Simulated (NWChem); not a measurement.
# BPH6 (SMILES [BH3-][PH3+]) at 4 levels

Aim: a comparison of 4 runs (HF/STO-3G, HF/3-21G, B3LYP/6-31G*) of BPH6. 

The calculation is run with NWChem 7.3.0.

2 further runs of the same task are left out: 2 set aside as unsound or not needed.

## Step 1: The molecule

BPH6 has 8 atoms, charge 0, and is taken as a singlet. SMILES: `[BH3-][PH3+]`. Geometry: relaxed at PBE0-D4/def2-TZVP.

Bond lengths: B1–P2 1.910 Å, B1–H3 1.209 Å, B1–H4 1.209 Å, B1–H5 1.209 Å, P2–H6 1.408 Å, P2–H7 1.409 Å, P2–H8 1.408 Å. Some angles: B1–P2–H6 118.0°, B1–P2–H7 118.1°, B1–P2–H8 118.0°, P2–B1–H3 103.8°, P2–B1–H4 103.8°, P2–B1–H5 103.8°, H6–P2–H7 99.7°, H6–P2–H8 99.7°, H7–P2–H8 99.7°, H3–B1–H4 114.5°.

## Step 2: Energy and forces at HF/STO-3G (run 1)

Contents of work.xyz:

```xyz
8

B     -0.556100     0.227200    -0.914000
P      0.433900    -0.181600     0.667700
H     -1.693400     0.343100    -0.520100
H     -0.367800    -0.730200    -1.628000
H     -0.055500     1.254200    -1.309900
H      0.418800     0.755700     1.718800
H      1.823100    -0.380300     0.547100
H      0.089200    -1.345200     1.382600
```

Contents of work.nw:

```
start work
memory 2200 mb
charge 0

geometry noautosym nocenter noautoz
 load work.xyz
end

basis spherical bse
 * library STO-3G
end

scf
 thresh 1e-08
 maxiter 80
 print low
end

task scf gradient
```

Run with:

```console
nwchem work.nw > work.out
```

Standard output:

```text
[...]
  functions       =    20
[...]
  wavefunction    = RHF
[...]
         Total SCF energy =   -364.746421966459
      One-electron energy =   -622.184965773479
      Two-electron energy =    197.894022337826
 Nuclear repulsion energy =     59.544521469194
        Time for solution =      0.6s
[...]
                         RHF ENERGY GRADIENTS
    atom               coordinates                        gradient
                 x          y          z           x          y          z
   1 B      -1.050877   0.429346  -1.727210    0.022280  -0.009262   0.035562
   2 P       0.819952  -0.343174   1.261770   -0.032872   0.013631  -0.052472
   3 H      -3.200062   0.648365  -0.982846   -0.028014   0.002372   0.012751
   4 H      -0.695041  -1.379878  -3.076474    0.006446  -0.025517  -0.016075
   5 H      -0.104880   2.370094  -2.475352    0.014590   0.026071  -0.007795
   6 H       0.791417   1.428066   3.248061    0.000531   0.013573   0.016777
   7 H       3.445159  -0.718663   1.033869    0.021398  -0.003270  -0.000574
   8 H       0.168564  -2.542059   2.612735   -0.004359  -0.017598   0.011826
 Task  times  cpu:        0.8s     wall:        0.8s
 Total times  cpu:        0.9s     wall:        0.9s
```

It took 1.4 s on 1 thread of Intel Xeon Platinum 8259CL at 2.50GHz (Skylake/Cascade Lake), shared host; peak memory 0.098 GiB.

## Step 3: Energy and gradient at HF/3-21G (run 2)

Contents of mol.nw:

```
start mol
memory 2200 mb
charge 0

geometry noautosym nocenter noautoz
B       -0.556100       0.227200      -0.914000
P        0.433900      -0.181600       0.667700
H       -1.693400       0.343100      -0.520100
H       -0.367800      -0.730200      -1.628000
H       -0.055500       1.254200      -1.309900
H        0.418800       0.755700       1.718800
H        1.823100      -0.380300       0.547100
H        0.089200      -1.345200       1.382600
end

basis "ao basis" spherical bse
* library 3-21G
end

scf
thresh 1e-08
maxiter 80
end

task scf gradient
```

Run with:

```console
nwchem mol.nw > mol.out
```

Standard output:

```text
[...]
  functions       =    34
[...]
  wavefunction    = RHF
[...]
         Total SCF energy =   -366.948024530408
      One-electron energy =   -623.377734985743
      Two-electron energy =    196.885188986141
 Nuclear repulsion energy =     59.544521469194
        Time for solution =      0.8s
[...]
                         RHF ENERGY GRADIENTS
    atom               coordinates                        gradient
                 x          y          z           x          y          z
   1 B      -1.050877   0.429346  -1.727210    0.015424  -0.006406   0.024635
   2 P       0.819952  -0.343174   1.261770   -0.023003   0.009540  -0.036714
   3 H      -3.200062   0.648365  -0.982846   -0.001341  -0.000365   0.003605
   4 H      -0.695041  -1.379878  -3.076474    0.002091  -0.003133   0.000719
   5 H      -0.104880   2.370094  -2.475352    0.002920   0.002006   0.001549
   6 H       0.791417   1.428066   3.248061    0.001308  -0.000590   0.002034
   7 H       3.445159  -0.718663   1.033869    0.001280  -0.000539   0.002102
   8 H       0.168564  -2.542059   2.612735    0.001320  -0.000512   0.002072
[...]
```

It took 1.7 s on 1 thread of Intel Xeon Platinum 8259CL at 2.50GHz (Skylake/Cascade Lake), shared host; peak memory 0.099 GiB.

Run 3 isn't shown in full; the table further down has it.

## Step 4: Energy and forces at B3LYP/6-31G(d) (Cartesian functions) (run 4)

Edit mol.nw of step 3 so:

```diff
@@ -1,4 +1,4 @@
 start mol
-memory 2200 mb
-charge 0
+title "BH6P B3LYP"
+memory total 2200 mb
 
@@ -15,11 +15,15 @@
 
-basis "ao basis" spherical bse
-* library 3-21G
+basis cartesian
+* library 6-31G*
 end
 
-scf
-thresh 1e-08
-maxiter 80
+dft
+xc b3lyp
+grid xfine
+convergence energy 1e-08
+maxiter 100
+mulliken
+noprint "final vectors analysis"
 end
 
-task scf gradient
+task dft gradient
```

Run with:

```console
nwchem mol.nw > mol.out
```

Standard output:

```text
[...]
          Wavefunction type:  closed shell.
          No. of atoms     :     8
          No. of electrons :    26
[...]
          Charge           :     0
          Spin multiplicity:     1
[...]
          AO basis - number of functions:    46
[...]
              XC Information
              --------------
                         B3LYP Method XC Potential
                     Hartree-Fock (Exact) Exchange  0.200
                        Slater Exchange Functional  0.800 local
                    Becke 1988 Exchange Functional  0.720 non-local
              Lee-Yang-Parr Correlation Functional  0.810
                  VWN I RPA Correlation Functional  0.190 local
[...]
 d= 0,ls=0.0,diis     1   -369.7415522686 -4.29D+02  2.02D-02  3.04D-01     2.8
[...]
 d= 0,ls=0.0,diis     8   -369.7860259132 -9.18D-11  4.31D-07  2.66D-10    19.6
         Total DFT energy =     -369.786025913177
      One electron energy =     -626.143195185656
           Coulomb energy =      226.367998195729
    Exchange-Corr. energy =      -29.555350392444
 Nuclear repulsion energy =       59.544521469194
[...]
      Total Density - Mulliken Population Analysis
     ---------------------------------------------
    Atom       Charge   Shell Charges
 -----------   ------   -------------------------------------------------------
    1 B    5     5.19   1.99  0.52  1.63  0.40  0.57  0.07
    2 P   15    14.84   2.00  1.99  5.97  1.24  2.50  0.37  0.65  0.13
    3 H    1     1.04   0.51  0.53
    4 H    1     1.04   0.51  0.53
    5 H    1     1.04   0.51  0.53
    6 H    1     0.95   0.51  0.44
    7 H    1     0.95   0.51  0.44
    8 H    1     0.95   0.51  0.44
[...]
  wavefunction    = closed shell
                         DFT ENERGY GRADIENTS
    atom               coordinates                        gradient
                 x          y          z           x          y          z
   1 B      -1.050877   0.429346  -1.727210    0.004163  -0.001749   0.006651
   2 P       0.819952  -0.343174   1.261770   -0.003575   0.001514  -0.005680
   3 H      -3.200062   0.648365  -0.982846    0.000361  -0.000171   0.000720
   4 H      -0.695041  -1.379878  -3.076474    0.000439  -0.000222   0.000651
   5 H      -0.104880   2.370094  -2.475352    0.000472  -0.000110   0.000667
   6 H       0.791417   1.428066   3.248061   -0.000390  -0.000474  -0.001354
   7 H       3.445159  -0.718663   1.033869   -0.001298   0.000291  -0.000551
   8 H       0.168564  -2.542059   2.612735   -0.000171   0.000922  -0.001104
[...]
```

Wall time 25 s (1 thread of Intel Xeon Platinum 8259CL at 2.50GHz (Skylake/Cascade Lake), shared host); peak memory 0.14 GiB.

## Step 5: All runs side by side

```tsv
run	level	iteration cap	module	energy (Eh)	largest force (eV/Å)	wall time
1	HF/STO-3G	80	scf	-364.746422	3.260	1.4 s
2	HF/3-21G	80	scf	-366.948025	2.281	1.7 s
3	B3LYP/6-31G* (spherical functions)	100	dft	-369.783000	0.412	25 s
4	B3LYP/6-31G* (Cartesian functions)	100	dft	-369.786026	0.413	25 s
```

## Step 6: Summary of results

| quantity | value |
| --- | --- |
| run 4: total energy | -369.78603 Eh |
| run 4: dipole moment | 4.06 D |
| run 4: largest force on an atom | 0.413 eV/Å |

In run 1 the basis is minimal, so the values are rough. All runs together took 53 s, the longest 25 s.
